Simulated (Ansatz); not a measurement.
Process, species as SMILES: [SiH3] (SiH3) → SiH3+ (singlet, bonded as [SiH3]) + e-
B3LYP-D3(BJ)/def2-TZVP geometries, fixed; electronic energies without zero-point terms.

Basis-set convergence of the adiabatic ionisation energy at PBE with Ansatz (a first-principles code). Cartesian d functions, on some or all atoms, in 6-31G*, 6-31+G*, 6-311G**, 6-311+G**; all else is spherical. The program fits the integrals of some runs and decomposes those of others, by size. Open shells are unrestricted. No added dispersion term, no relativity. Functions are those of the species that has most. Reference: the value in pcseg-4, 8.205 eV, itself unsure by roughly 0.001 eV (its mean distance from aug-pcseg-3, aug-cc-pV(Q+d)Z, cc-pV(5+d)Z). Deviations are taken from unrounded values.

| basis | functions | adiabatic ionisation energy (eV) |
|---|---|---|
| 6-31G* | 25 | 8.192 |
| 6-31+G* | 29 | 8.218 |
| def2-SVP | 33 | 8.204 |
| def2-SVPD | 48 | 8.197 |
| pcseg-1 | 33 | 8.224 |
| aug-pcseg-1 | 54 | 8.228 |
| cc-pV(D+d)Z | 38 | 8.197 |
| aug-cc-pV(D+d)Z | 59 | 8.213 |
| 6-311G** | 45 | 8.199 |
| 6-311+G** | 49 | 8.202 |
| def2-TZVP | 55 | 8.204 |
| def2-TZVPD | 70 | 8.204 |
| pcseg-2 | 76 | 8.200 |
| aug-pcseg-2 | 119 | 8.205 |
| cc-pV(T+d)Z | 81 | 8.209 |
| aug-cc-pV(T+d)Z | 124 | 8.206 |
| def2-TZVPP | 84 | 8.207 |
| def2-TZVPPD | 99 | 8.206 |
| cc-pV(Q+d)Z | 154 | 8.204 |
| aug-cc-pV(Q+d)Z | 227 | 8.203 |
| def2-QZVPP | 160 | 8.206 |
| def2-QZVPPD | 175 | 8.206 |
| pcseg-3 | 163 | 8.205 |
| aug-pcseg-3 | 236 | 8.206 |

What the diffuse functions change, pair by pair:
- 6-31G* to 6-31+G*: 4 more functions, deviation -0.013 to 0.014 eV
- def2-SVP to def2-SVPD: 15 more functions, deviation 0.000 to -0.008 eV
- pcseg-1 to aug-pcseg-1: 21 more functions, deviation 0.019 to 0.023 eV
- cc-pV(D+d)Z to aug-cc-pV(D+d)Z: 21 more functions, deviation -0.007 to 0.008 eV
- 6-311G** to 6-311+G**: 4 more functions, deviation -0.006 to -0.003 eV
- def2-TZVP to def2-TZVPD: 15 more functions, deviation -0.001 to -0.001 eV
- pcseg-2 to aug-pcseg-2: 43 more functions, deviation -0.005 to 0.000 eV
- cc-pV(T+d)Z to aug-cc-pV(T+d)Z: 43 more functions, deviation 0.004 to 0.001 eV
- def2-TZVPP to def2-TZVPPD: 15 more functions, deviation 0.003 to 0.001 eV
- cc-pV(Q+d)Z to aug-cc-pV(Q+d)Z: 73 more functions, deviation -0.001 to -0.001 eV
- def2-QZVPP to def2-QZVPPD: 15 more functions, deviation 0.001 to 0.001 eV
- pcseg-3 to aug-pcseg-3: 73 more functions, deviation 0.001 to 0.001 eV

They bring the value nearer the reference by more than 0.001 eV in 4 of 12 pairs.
